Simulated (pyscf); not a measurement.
Thermochemistry of product channels of O=CH–OH + H₃O⁺ on the singlet surface, in kcal/mol, from CCSD(T)/def2-TZVPP + ΔMP2(QZVPP) energies (ideal gas, 1 atm, RRHO with modes under 100 cm⁻¹ raised to 100, one conformer, R ln 2 for rigid chiral ones). Structures and frequencies: ωB97X-D3(BJ)/def2-SVP in PySCF. Correlated levels are frozen-core, on RHF or UHF. ΔMP2 is the change of the MP2 total energy from the triple- to the quadruple-zeta basis.

| products | ΔE | ΔH(298 K) | ΔG(298 K) | ΔG(900 K) |
|---|---|---|---|---|
| O=CH–OH₂⁺ + H₂O | +9.2 | +7.4 | +6.4 | +3.1 |
| HO–CH=OH⁺ + H₂O | … | -8.7 | -8.2 | -7.3 |

Fill in the missing entries.


- HO–CH=OH⁺ + H₂O, ΔE: -8.6

These are energies of the channels, which say nothing of barriers. The CCSD(T) − MP2 part came from Ansatz, without density fitting, on the same reference.
